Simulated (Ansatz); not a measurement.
Relaxation of C2H2F2O (7 atoms, charge 0, multiplicity 1), to a largest force component of 0.015 eV/Å in at most 40 steps.

Computed with RKS B3LYP-D4/def2-SVP in Ansatz.

```xyz
7
Properties=species:S:1:pos:R:3:forces:R:3
O -1.348 0.370 0.240 -3.30 2.50 1.32
C -0.035 0.308 0.176 1.51 0.92 0.53
C 0.582 -0.704 -0.411 2.77 1.16 0.70
F 0.005 -1.704 -0.979 -0.17 -1.19 -0.68
F 1.966 -0.727 -0.415 -1.85 -0.45 -0.30
H -1.627 1.254 0.693 0.72 -2.48 -1.29
H 0.518 1.134 0.651 0.31 -0.47 -0.28
```

Problem. Where does it end, and by what steps?

Solution. It converged. The force dipped under the threshold on the way, but the program's further checks kept it going. After 16 steps the energy has fallen by 0.304 eV; H6 moved furthest, 0.28 Å.

| step | energy less start (eV) | largest force component (eV/Å) | accepted |
| --- | --- | --- | --- |
| 0 | 0.0000 | 3.298 | yes |
| 1 | -0.2478 | 1.454 | yes |
| 2 | -0.2949 | 0.266 | yes |
| 3 | -0.2974 | 0.074 | yes |
| 4 | -0.2981 | 0.056 | yes |
| 5 | -0.2983 | 0.019 | yes |
| 6 | -0.2984 | 0.014 | yes |
| 7 | -0.2984 | 0.015 | yes |
| 8 | -0.2986 | 0.035 | yes |
| 9 | -0.2977 | 0.380 | no |
| 10 | -0.2991 | 0.060 | yes |
| 11 | -0.2996 | 0.155 | yes |
| 12 | -0.3031 | 0.237 | yes |
| 13 | -0.3042 | 0.029 | yes |
| 14 | -0.3009 | 0.427 | no |
| 15 | -0.3044 | 0.032 | yes |
| 16 | -0.3044 | 0.007 | yes |

```xyz
7
Properties=species:S:1:pos:R:3
O -1.365 0.328 0.437
C -0.012 0.326 0.262
C 0.602 -0.657 -0.398
F -0.002 -1.670 -0.986
F 1.918 -0.743 -0.506
H -1.681 1.240 0.423
H 0.602 1.107 0.722
```

Time of the run: 39 s on 1 thread of Arm Neoverse V2, with other jobs on the host, peak memory 0.15 GiB.
